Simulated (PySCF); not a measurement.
# EPR parameters of [C4H6O]+

Compound: C₄H₆O (charge +1 and doublet state).
Bonds: O1–C2 (double), C2–C3, C3–C4, C4–C5, C2–C5. Hydrogens: H6, H7 on C3; H8, H9 on C4; H10, H11 on C5.

As a line formula: `[O+]=C1CCC1` [radical] (charge +1).

Method: UKS B3LYP, IGLO-III on C O, pcH-1 on H, non-relativistic, mean-field spin-orbit, GIAO (PySCF). Isolated species at its PBE0-D3(BJ)/def2-SVP geometry, gas phase. The SCF solution wasn't tested for stability. No frequencies were computed at this geometry's level, so the symmetric structure isn't shown to be a minimum.

```json
{
  "g1, g2, g3": "1.99949, 2.00236, 2.00597",
  "g_iso": "2.00261",
  "Form of g": "rhombic: the two nearest values differ by 44 % of g3 − g1",
  "⟨S²⟩": "0.7562 (exact 0.7500)"
}
```

Isotropic coupling and dipolar principal values T1 to T3, in MHz:

```csv
atom,isotope,a_iso,T1,T2,T3,Mulliken spin population
O1,17O,-27.1,-144.1,66.1,78.0,0.49
C2,13C,-83.4,-21.9,-2.4,24.2,0.00
C3,13C,84.4,-27.6,-25.7,53.3,0.25
C4,13C,-8.6,-1.5,-0.9,2.4,-0.03
C5,13C,84.8,-27.6,-25.7,53.3,0.25
H6,1H,26.5,-12.0,-1.5,13.5,0.01
H7,1H,27.2,-12.0,-1.5,13.5,0.01
H8,1H,-0.1,-3.6,-1.4,5.0,0.00
H9,1H,-0.1,-3.6,-1.4,5.0,0.00
H10,1H,26.5,-12.0,-1.5,13.5,0.01
H11,1H,27.2,-12.0,-1.5,13.5,0.01
```

Largest spin populations (Mulliken): O1 (+0.49), C3 (+0.25) and C5 (+0.25). Three atoms exceed +0.15.

The SMILES `[O+]=C1CCC1` draws the unpaired electron on O1, whose computed spin population is only +0.49.

Axes: g1 points within 1° of the O1–C2 bond.

Under fast tumbling the dipolar parts average out, and these isotropic splittings remain: 4 × 1H (H6/H7/H10/H11, I = 1/2, 5 lines) with 0.96 mT.

Nuclei that the bonding pattern makes equivalent are averaged, as if the motion that swaps them (rotation, inversion, ring flip) were fast.

The 13C coupling of C3/C5 (mean 84.6 MHz) shows only in satellite lines or after enrichment, since that isotope makes up about 1.07 % of natural carbon.

The 17O coupling of O1 (-27.1 MHz) shows only in satellite lines or after enrichment, since that isotope makes up about 0.038 % of natural oxygen.
